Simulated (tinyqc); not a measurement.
Inside a calculation. Method: CIS and TDHF on RHF in the sto-3g basis, frozen core, for LiH, spin multiplicity 1. One step of it, computed by the program tinyqc.

Question. CIS matrix, singlets. A(ia,jb) = (e_a - e_i) d_ij d_ab + 2 (ia|jb) - (ij|ab).

orbital energies (hartree): MO1 -2.345987, MO2 -0.300765, MO3 0.079478, MO4 0.163311, MO5 0.163311, MO6 0.595711

Two-electron integrals over orbitals (pq|rs), unique and non-zero (hartree); the lowest 1 orbital is frozen and left out:
```
p,q,r,s,(pq|rs)
2,2,2,2,0.500880
3,2,2,2,-0.045466
3,2,3,2,0.011403
3,3,2,2,0.229756
3,3,3,2,0.004907
3,3,3,3,0.339453
4,2,4,2,0.024542
4,3,4,2,0.019184
4,3,4,3,0.041390
4,4,2,2,0.279880
4,4,3,2,0.003849
4,4,3,3,0.282391
4,4,4,4,0.312946
5,2,5,2,0.024542
5,3,5,2,0.019184
5,3,5,3,0.041390
5,4,5,4,0.016869
5,5,2,2,0.279880
5,5,3,2,0.003849
5,5,3,3,0.282391
5,5,4,4,0.279207
5,5,5,5,0.312946
6,2,2,2,0.137832
6,2,3,2,-0.032591
6,2,3,3,-0.006088
6,2,4,4,-0.005355
6,2,5,5,-0.005355
6,2,6,2,0.122288
6,3,2,2,-0.050665
6,3,3,2,0.007639
6,3,3,3,0.036143
6,3,4,4,0.000717
6,3,5,5,0.000717
6,3,6,2,-0.030428
6,3,6,3,0.026305
6,4,4,2,-0.019326
6,4,4,3,-0.013906
6,4,6,4,0.019082
6,5,5,2,-0.019326
6,5,5,3,-0.013906
6,5,6,5,0.019082
6,6,2,2,0.459747
6,6,3,2,-0.041033
6,6,3,3,0.242435
6,6,4,4,0.270087
6,6,5,5,0.270087
6,6,6,2,0.145761
6,6,6,3,-0.043004
6,6,6,6,0.456963
```

Give: CIS matrix A, singlet.

Answer.

CIS matrix A, singlet (hartree), lower triangle:
```
,2>3,2>4,2>5,2>6
2>3,0.173
2>4,0.000,0.233
2>5,0.000,0.000,0.233
2>6,-0.015,0.000,0.000,0.681
```
